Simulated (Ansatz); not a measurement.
Grey tin (α-Sn), treated with LDA (Ansatz, an electronic-structure program, PAW).

Numerical settings: plane-wave cutoff 520 eV, 20×20×20 k mesh, Fermi–Dirac smearing 0.05 eV, perturbation theory, scalar-relativistic PAW data made under PBE.

Computed at the level's own relaxed cell.

```cif
data_Sn8
_chemical_formula_sum 'Sn8'
_space_group_name_H-M_alt 'Fd-3m :1'
_space_group_IT_number 227
_space_group_name_Hall 'F 4d 2 3 -1d'
_cell_length_a 6.47223
_cell_length_b 6.47223
_cell_length_c 6.47223
_cell_angle_alpha 90.000
_cell_angle_beta 90.000
_cell_angle_gamma 90.000
loop_
_atom_site_label
_atom_site_type_symbol
_atom_site_symmetry_multiplicity
_atom_site_Wyckoff_symbol
_atom_site_fract_x
_atom_site_fract_y
_atom_site_fract_z
_atom_site_occupancy
Sn1 Sn 8 a 0.00000 0.00000 0.00000 1
```
(The calculation used a cell of 2 atoms; values per cell refer to that cell.)

Harmonic phonon frequencies (cm⁻¹; i marks an imaginary mode):

| q point | frequencies |
|---|---|
| Γ | 0 0 0 188 188 188 |
| X | [?] |
| L | [?] |

Task: What belongs in the gaps?

Result: 
- X, frequencies: 37 37 151 151 181 181
- L, frequencies: 32 32 133 159 186 186

Measured, for comparison: zone-centre TO phonon frequency 200 cm⁻¹ (low temperature, no zero-point or thermal correction; as tabulated in Tanner et al. (2021), arXiv:2110.11888). Computed less measured: zone-centre TO phonon frequency -6 %.

No imaginary mode appears at these points.

Note: the solid has no gap at this level, which affects its response.
